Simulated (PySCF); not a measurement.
A spin–spin coupling run with PySCF 2.14 (density fitting, non-relativistic, gas phase) on lithium fluoride ([F][Li], FLi):

```
$ OMP_NUM_THREADS=1 python probes_run.py task.json out

{"job": {"kind": "j", "xc": "B3LYP", "basis": "pcJ-2", "full": true}, "charge": 0, "multiplicity": 1}
Li     0.786926    -0.039882     0.005170
F     -0.772313     0.010995    -0.017372
```

Hardware: 1 thread of an Arm Neoverse N1, shared host. The job also computes field gradients.

Q: How large is the calculation?

A: 12 electrons, 68 basis functions and 171 auxiliary functions.

Q: How long does it take, and how much memory does it need?

A: 1.1 s of wall time, with 12 SCF cycles; peak memory 0.29 GiB. Times on a shared host scatter by some tens of per cent.

Q: And these other runs on the same molecule and hardware: GIAO shielding at B97-2/pcSseg-2; GIAO shielding at KT3/pcSseg-2; GIAO shielding at PBE0/pcSseg-2; GIAO shielding at wB97X-D/pcSseg-2; spin–spin coupling at B97-2/pcJ-2; spin–spin coupling at PBE0/pcJ-2?

A: B97-2/pcSseg-2: 57 functions, 0.89 s; KT3/pcSseg-2: 57 functions, 1.2 s; PBE0/pcSseg-2: 57 functions, 2.1 s; wB97X-D/pcSseg-2: 57 functions, 1.1 s; B97-2/pcJ-2: 68 functions, 1.1 s; PBE0/pcJ-2: 68 functions, 1 s.
